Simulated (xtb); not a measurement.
Species: Cl4Si, SMILES `Cl[Si](Cl)(Cl)Cl` (charge 0, multiplicity 1).

Q: Give a relaxed geometry from xtb with GFN2-xTB.

A: the end point of this relaxation (outside a Z-matrix the atoms follow the SMILES, hydrogens last).
Bond lengths (Å): Cl1–Si2 2.014, Si2–Cl3 2.014, Si2–Cl4 2.014, Si2–Cl5 2.014. Angles (°): Cl1–Si2–Cl3 109.5, Cl1–Si2–Cl4 109.5, Cl1–Si2–Cl5 109.5, Cl3–Si2–Cl4 109.5, Cl3–Si2–Cl5 109.5, Cl4–Si2–Cl5 109.5.
